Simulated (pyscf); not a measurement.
**Insertion: F–Ga [singlet] + HCl → F–GaH–Cl**

Gas phase, singlet surface, charge 0. Bonds broken: Cl3–H4. Bonds formed: Ga1–Cl3, Ga1–H4. Structures and frequencies: ωB97X-D3(BJ)/def2-SVP in PySCF. Correlated levels are frozen-core, on RHF or UHF. ΔMP2 is the change of the MP2 total energy from the triple- to the quadruple-zeta basis.

Transition state (Å):

```xyz
4

Ga     0.2735     0.8293    -0.9028
F      1.6604     1.5577    -1.6619
Cl     0.5989     0.5367     1.5167
H     -0.6292     0.2302     0.3035
```

One imaginary mode, 1253i cm⁻¹; descent along it reached the two sides named.

```json
[
 {"bond": "Cl3–H4", "change": "breaks", "reactant side (Å)": "1.285", "saddle": "1.753", "product side": "3.3"},
 {"bond": "Ga1–Cl3", "change": "forms", "reactant side (Å)": "3.1", "saddle": "2.459", "product side": "2.126"},
 {"bond": "Ga1–H4", "change": "forms", "reactant side (Å)": "3.5", "saddle": "1.621", "product side": "1.541"}
]
```

Electronic energies relative to the separated reactants (kcal/mol):

```tsv
level	barrier	reaction energy	reverse barrier
ωB97X-D3(BJ)/def2-TZVP	30.7	-28.5	59.1
PBE/def2-TZVP	23.1	-20.3	43.4
r²SCAN/def2-TZVP	22.6	-27.2	49.9
B3LYP-D3(BJ)/def2-TZVP	30.1	-19.5	49.6
PBE0-D3(BJ)/def2-TZVP	26.7	-24.9	51.6
M06-2X/def2-TZVP	29.7	-27.0	56.7
ωB97M-D3(BJ)/def2-TZVP	34.2	-21.1	55.3
HF/def2-TZVP	47.2	-25.7	72.9
MP2/def2-QZVPP	30.2	-26.5	56.7
CCSD/def2-TZVPP	35.6	-25.0	60.6
CCSD(T)/def2-TZVPP	32.1	-25.3	57.4
CCSD(T)/def2-TZVPP + ΔMP2(QZVPP)	32.6	-23.4	56.1
```

With CCSD(T)/def2-TZVPP + ΔMP2(QZVPP) energies and thermal terms (ideal gas, 1 atm, RRHO with modes under 100 cm⁻¹ raised to 100, one conformer, R ln 2 for chiral ones without a mode under 150 cm⁻¹), in kcal/mol:

```json
[
 {"T (K)": "298", "ΔH‡": "31.1", "ΔG‡": "39.3", "ΔH": "-23.3", "ΔG": "-14.7"},
 {"T (K)": "600", "ΔH‡": "31.0", "ΔG‡": "47.7", "ΔH": "-23.1", "ΔG": "-6.0"},
 {"T (K)": "900", "ΔH‡": "31.1", "ΔG‡": "56.1", "ΔH": "-22.5", "ΔG": "+2.4"},
 {"T (K)": "1200", "ΔH‡": "31.3", "ΔG‡": "64.4", "ΔH": "-21.8", "ΔG": "+10.6"}
]
```

The same reactants have a lower exit, to Cl–Ga [singlet] + HF (barrier -1.7 kcal/mol at ωB97M-D3(BJ), against +34.2 kcal/mol here). This is the saddle that the search found; another between the same sides may lie lower. The CCSD(T) − MP2 part came from Ansatz, without density fitting, on the same reference. The frozen core leaves the outer d or s,p core shells of the metals and heavy elements correlated in the MP2 and CC values, and def2-TZVPP describes them poorly, which can shift differences by a few kcal/mol. Elements up to Kr have no core potential and no relativistic terms here.
